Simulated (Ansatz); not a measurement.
System: naphthalene C10H8. Method: PBE-D4 (PAW; Ansatz, a quantum-chemistry and plane-wave program).

**Question.** Estimate the lattice energy and volume per molecule that the calculation returns.

**Answer.** 
- lattice energy: 76 kJ/mol
- volume per molecule: 171.81 Å³

Computed values are for the static lattice.

It cost about 12 core-minutes (a rough figure) of CPU time.
